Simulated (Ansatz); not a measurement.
# [BF2]+ (SMILES F[B+]F): methods side by side

The species is [BF2]+ (3 atoms), meant as a singlet with charge +1. As SMILES, `F[B+]F`. Geometry: optimised at B3LYP/def2-SVP.

```xyz
3

F     0.3304    1.1431    0.3084
B     0.0000    0.0000    0.0000
F    -0.3305   -1.1431   -0.3084
```

Each level gives the adiabatic electron affinity (to the doublet neutral, shapes relaxed at B3LYP/def2-SVP, no zero-point term) (eV). The values are calculated.

The electron affinity is E(neutral) − E(anion): positive where the electron is bound.

```csv
level,kind,program,value (eV)
SVWN5/def2-TZVPP,LDA,Ansatz,8.58
PBE/def2-TZVPP,GGA,Ansatz,8.61
r2SCAN/def2-TZVPP,meta-GGA,Ansatz,8.74
B3LYP/def2-TZVPP,global hybrid,Ansatz,8.72
PBE0-D4/def2-TZVPP,global hybrid,Ansatz,8.70
B2PLYP/def2-TZVPP,double hybrid,Ansatz,8.56
RPA@PBE/def2-TZVPP,RPA,Ansatz,8.87
MP2/def2-TZVPP,perturbation theory,Ansatz,8.44
```

The values span 8.44 to 8.87 eV.
